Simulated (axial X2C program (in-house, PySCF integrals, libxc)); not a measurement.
## MgF: from Re and ωe to a spectrum

A bond curve at the PBE0 level, two-component, was computed with an in-house relativistic program for diatomic molecules (basis Mg dyall-cv3z [9s8p6d3f], F dyall-av3z [7s6p3d2f] (cores contracted in-house)) for the state Ω = 1/2 (⟨Sz⟩ = 0.50, ⟨Lz⟩ = 0.00 at PBE0). Its fit gives Re = 1.7553 Å, ωe = 709.9 cm⁻¹, ωexe = 4.33 cm⁻¹ and αe = 4.764e-03 cm⁻¹; the masses are 23.9850 and 18.9984 u. Two-component means X2C with spin–orbit coupling and atomic mean-field Coulomb and Gaunt terms.

Q: Find the reduced mass, Be and the force constant.

A: From the PBE0 values: μ = 10.6012 u. Be = 16.8576/(μ Re²) = 0.5161 cm⁻¹. k = 5.8918×10⁻⁷ μ ωe² = 3.15 mdyn/Å.

Q: Estimate De from a Morse curve and compare with the computed well depth of 4.524 eV to Mg + F.

A: De(Morse) = ωe²/(4ωexe) = 3.608 eV against 4.524 eV computed, a ratio of 0.80. The extrapolation falls short: long-range attraction (ionic or ion–induced dipole) or a change of character along the curve can cause this.

Q: Estimate the centrifugal constant by the Kratzer relation.

A: D = 4Be³/ωe² = 1.09e-06 cm⁻¹.

Q: The dipole moment p changes by 4.57 D/Å at Re. What harmonic infrared intensity follows?

A: I = 42.256 × (dp/dR)²/μ = 83 km/mol.

Q: Where do the fundamental and the first overtone lie?

A: ν(1←0) = ωe − 2ωexe = 701.2 cm⁻¹; ν(2←0) = 2ωe − 6ωexe = 1393.8 cm⁻¹.

The state is one determinant whose occupation by symmetry is held fixed; it was picked as the lowest of a PBE0 search that is not exhaustive. De is counted from the lowest determinant-based energies of the atoms at the same level, without counterpoise correction. Density functionals use the spin component along the axis (collinear). A 2c atom that is not at its ground J level misses part of its spin–orbit lowering, and De is too large by that part (0.04 eV or less for light atoms). This holds for PBE0. The functionals have no current-density term, which raises determinants with orbital currents, atoms included.
